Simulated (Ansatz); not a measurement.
**Calibrating B3LYP/cc-pVTZ on N-containing molecules**

The atomisation enthalpy at 298 K in kJ/mol of 8 N-containing molecules: x at B3LYP/cc-pVTZ, y from tabulated heats of molecules and atoms (Active Thermochemical Tables, NIST-JANAF tables). Shapes, held fixed at every level: PBE0-D4/def2-TZVP. Flexible molecules stand in one conformer, not always the lowest. Computed values hold a harmonic thermal term (PBE0-D4/def2-TZVP) and the atoms' spin-orbit lowering. Programs: Ansatz 0.2.0.

```
                  molecule  x (kJ/mol)  y (kJ/mol)
  NClO (nitrosyl chloride)         794         790
NF3 (nitrogen trifluoride)         852         843
       N2O (nitrous oxide)        1133        1112
    NO2F (nitryl fluoride)        1183           ?
    HCN (hydrogen cyanide)        1276        1278
        HOCN (cyanic acid)        1667        1671
          N2H4 (hydrazine)        1732        1721
        CH3N (methanimine)        1760        1755
```

**Question.** Fit y = c + s·x to the known rows and predict y for NO2F.

**Answer.** 
1. Means of the 7 rows: x = 1316.29, y = 1310.0.
2. Σ(Δx)² = 1016261, Σ(Δx·Δy) = 1020909, so the slope is 1020909/1016261 = 1.0046.
3. Intercept: 1310.0 − (1.0046) × 1316.29 = -12.3. The largest residual of the fit is 14.
4. NO2F: -12.3 + 1.0046 × 1183 = 1176 kJ/mol.

The tabulated heats give 1159 kJ/mol, so the prediction is off by +17 kJ/mol, about the largest residual. Uncorrected, B3LYP/cc-pVTZ misses NO2F by +24 kJ/mol, and the other rows by 8 on average. The line removes about 30 % of this miss. Left out in turn, the other rows are missed by 8 kJ/mol on average, no better than no correction. The heats of NO2F (nitryl fluoride) come from older tables and can be uncertain by 10 kJ/mol or more.
